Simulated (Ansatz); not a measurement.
Results of PBE-D4 in Ansatz (PAW) for hcp Tc.

Input:

Ansatz 0.2 input:
```yaml
crystal:
  lattice:
    - [1.375376128, -2.3822213333, 0.0]
    - [1.375376128, 2.3822213333, 0.0]
    - [0.0, 0.0, 4.4029356032]
  atoms:
    - { symbol: Tc, position: [0.3333333333, 0.6666666667, 0.25] }
    - { symbol: Tc, position: [0.6666666667, 0.3333333333, 0.75] }
basis:
  ecutwfc: 520
  ecutrho_ratio: 4
  xc_grid: 2
kpoints:
  mp_grid: { grid: [24, 24, 12] }
hamiltonian:
  xc: pbe
  dispersion: d4
  pseudopotentials: { kind: paw }
scf:
  occupations: { method: fermi_dirac, width: 0.05 }
output:
  forces: true
  stress: true
  eigenvalues: true
relax:
  f_tol: 0.004
  escape_saddle: false
  max_steps: 80
  cell: { stress_tol: 0.02, fix: [volume] }
```

Output (set-up and result lines):

```
Relaxation: its limit of steps is 80 (relax.max_steps)
Crystal: 2 atoms, lattice volume = 28.852 Å³
Basis set: ecut = 520 eV, 773 PW (Γ), exchange–correlation on 48×48×72 points (8 copies of the dense FFT grid, shifted against one another)
Bands: 19, of which v1, the nominal top of the filled ones, is band 15 counted from 1 (14 counted from 0)
Symmetry: 24 space group operations
Space group: P63/mmc (ITA 194), of the structure as read, at distance tolerance 3.1e-5 Å
k-points: 427 of 6912
Initial density: superposition of atomic densities (chi_scale 0.1, normalization cell)
Functional: x = pbe(κ = 0.804, μ = 0.2195149727645171), c = pbe(β = 0.06672455060314922)
SCF iter   1: F=—  HF=-10797.595746 eV  |F-HF|=—  |Δ(HF+E_count)|=         —  Δρ=5.48e-2  dr2=8.47e-1
SCF iter   2: F=—  HF=-10797.374119 eV  |F-HF|=—  |Δ(HF+E_count)|=   2.22e-1  Δρ=2.86e-2  dr2=2.26e-1
  ...
SCF 1 converged in 6 iterations: F = -10797.300835 eV  dr2 = 5.82e-9
Crystal: 2 atoms, lattice volume = 28.852 Å³
Initial density: handed on by an earlier stage of this run
SCF 2 converged in 6 iterations: F = -10797.300836 eV  dr2 = 3.66e-14
Crystal: 2 atoms, lattice volume = 28.852 Å³
SCF 3 converged in 7 iterations: F = -10797.300837 eV  dr2 = 7.48e-16
Crystal: 2 atoms, lattice volume = 28.852 Å³
SCF iter   6: F=-10797.300837 eV  HF=-10797.300837 eV  |F-HF|=0.00e0  |Δ(HF+E_count)|=  3.64e-12  Δρ=5.21e-9  dr2=7.76e-15
SCF iter   7: F=-10797.300837 eV  HF=-10797.300837 eV  |F-HF|=3.64e-12  |Δ(HF+E_count)|=  3.64e-12  Δρ=1.45e-9  dr2=5.81e-16
SCF 4 converged in 7 iterations: F = -10797.300837 eV  dr2 = 5.81e-16
SCF converged after 7 iterations
Free energy (F): -10797.300837 eV
Internal energy: -10797.285869 eV  (E = F + TS)
E sigma→0 (E₀):  -10797.293353 eV
Fermi energy:    22.135477 eV
--- Forces (eV/Å), atoms counted from 1 ---
  atom   1  Tc     0.00000000     0.00000000     0.00000000
  atom   2  Tc    -0.00000000    -0.00000000     0.00000000
--- Stress (GPa, compression-positive) ---
       -5.996744       0.000000       0.000000
        0.000000      -5.996744       0.000000
        0.000000       0.000000      -5.996483
  P = ⅓ Tr σ = -5.9967 GPa (-59.967 kbar)
```

The cell is one volume of an energy–volume scan, off the minimum.

Ansatz is a quantum-chemistry and plane-wave program.
